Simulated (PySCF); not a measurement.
## Working with the constants of OH

UHF-CCSD(T) constants of OH, ²Π (doublet), unpaired electrons π ↑ (basis H pcseg-1, O pcseg-1; no relativity; PySCF 2.14; masses 1.0078 and 15.9949 u):

| Item | Value |
| --- | --- |
| ωe | 3731.6 cm⁻¹ |
| ωexe | 89.4 cm⁻¹ |
| Be | 18.542 cm⁻¹ |
| αe | 0.724 cm⁻¹ |
| D (centrifugal) | 0.00183 cm⁻¹ |
| De to H + O | 4.17 eV |

**Question.** Give the vibrational terms G(v) and spacings up to v = 5.

**Answer.** G(v) = ωe(v+½) − ωexe(v+½)².

```
v  G(v) (cm⁻¹)  G(v) − G(v−1)  Bv (cm⁻¹)
0         1843                     18.18
1         5396           3553      17.46
2         8770           3374      16.73
3        11965           3195      16.01
4        14982           3016      15.28
5        17819           2838      14.56
```

**Question.** How well does the Morse estimate ωe²/(4ωexe) reproduce De, and what is D0?

**Answer.** It gives 4.83 eV, 116 % of the computed De. D0 = De − G(0) = 4.17 − 0.23 = 3.94 eV.

Correlated steps freeze 1 core orbital. Correlated levels converge slowly with the basis: in double zeta they bind strong bonds too weakly, by up to about 1 eV, and carry superposition errors of some tenths. The state was picked by a PBE0 search and need not be the measured ground state.
